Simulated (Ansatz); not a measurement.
C₃H₅, relaxed as a doublet with UKS PBE0-D4/def2-TZVP in Ansatz, starting from the GFN2-xTB geometry. Force threshold 0.02 eV/Å.

Another isomer (doublet) lies 1.10 eV lower at PBE0-D4/def2-TZVP; other spin states weren't run for this one.

Start:

```
atom   x (Å)   y (Å)   z (Å)
  C1  -0.037   0.625  -0.508
  C2   0.683   0.196   0.688
  C3  -0.171  -0.789   0.029
  H4  -0.864   1.322  -0.412
  H5   0.288  -1.578  -0.552
  H6   0.686   0.577   1.687
  H7   0.508   0.750  -1.435
  H8  -1.094  -1.104   0.505
```

| step | energy (eV) | largest force component (eV/Å) | SCF passes |
| --- | --- | --- | --- |
| 1 | -3186.8466 | 0.320 | 18 |
| 2 | -3186.8512 | 0.097 | 22 |
| 3 | -3186.8521 | 0.046 | 22 |
| 4 | -3186.8523 | 0.017 | 21 |

Force components are those of the run's own axes.

End:

| atom | x (Å) | y (Å) | z (Å) |
| --- | --- | --- | --- |
| C1 | -0.0387 | 0.6278 | -0.5102 |
| C2 | 0.6734 | 0.1976 | 0.6881 |
| C3 | -0.1722 | -0.7908 | 0.0278 |
| H4 | -0.8793 | 1.3093 | -0.4116 |
| H5 | 0.2976 | -1.5795 | -0.5535 |
| H6 | 0.7079 | 0.5772 | 1.6974 |
| H7 | 0.5166 | 0.7482 | -1.4363 |
| H8 | -1.1051 | -1.0897 | 0.4982 |

By distances, no bond broke or formed. The bond that changes most is C2–H6, from 1.07 to 1.08 Å (atoms count from 1).

No frequencies were taken in this run, so the end may be a saddle point.

Hardware: 2 threads of Arm Neoverse N1 on a shared host. Wall time 12 s.
